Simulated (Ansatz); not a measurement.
# BH₃ (singlet): wave-function methods side by side, aug-cc-pVDZ

One table from this session's results is given with a row withheld; the runs are named, their logs left out.

Method: aug-cc-pVDZ, core rule «outside noble gas», up to 1 orbitals frozen; program: Ansatz 0.2.0, Gaussian basis.

The runs, in order: UHF; CCSD(T) on RHF; BCCD(T) on RHF; CISD; CCSDT(Q) on RHF.

20 further runs of the same task are left out: 4 for a known fault of the program, 8 that didn't finish, 8 set aside as unsound or not needed.

## The geometry

The geometry is a PBE0/def2-TZVPD stationary point (not a proven minimum) of the parent state, kept for this charge and spin.

4 atoms, charge 0, spin multiplicity 1.

Atoms are counted from 1 here; the program's logs count them from 0.

Bond lengths: B1–H2 1.216 Å, B1–H3 1.216 Å, B1–H4 1.216 Å. Angles: H2–B1–H3 120.0°, H2–B1–H4 120.0°, H3–B1–H4 120.0°.

Set-up of the first run:

The input, in.yaml:

```yaml
crystal:
  periodic: [false, false, false]
  atoms:
    - {symbol: B, position_ang: [0.000000, 0.000000, 0.000000]}
    - {symbol: H, position_ang: [1.215774, 0.014597, 0.003233]}
    - {symbol: H, position_ang: [-0.620523, 1.045595, -0.003567]}
    - {symbol: H, position_ang: [-0.595251, -1.060192, 0.000333]}
basis:
  gaussian: {orbitals: aug-cc-pVDZ}
magnetization: {spin_polarized: true, initial_magnetization: 0}
hamiltonian: {xc: hf}
output: {orbitals: {seedname: orbitals}}
```

Run with:

```sh
ansatz run in.yaml --threads 1 --pin off --events-out ev --progress --plain --max-ram 2393MiB
```

Steps of the session up to this table: UHF; CCSD(T) on RHF; BCCD(T) on RHF; CISD; CCSDT(Q) on RHF.

One of the session's tables, all rows but one given; the rest of the session is left out.

| method | from RCCSDT(Q) (kcal/mol) |
| --- | --- |
| RHF | +76.72 |
| RMP2 | +16.71 |
| CISD | +3.79 |
| RCCSD | ? |
| RCCSD(T) | +0.28 |
| BCCD(T) | +0.28 |
| RCCSDT | +0.02 |
| RCCSDT(Q) | 0 |

**Question.** Estimate the row for RCCSD.

As computed: from RCCSDT(Q) (kcal/mol): +1.43. In the column «from RCCSDT(Q) (kcal/mol)» it lies between BCCD(T) (+0.28) and CISD (+3.79).
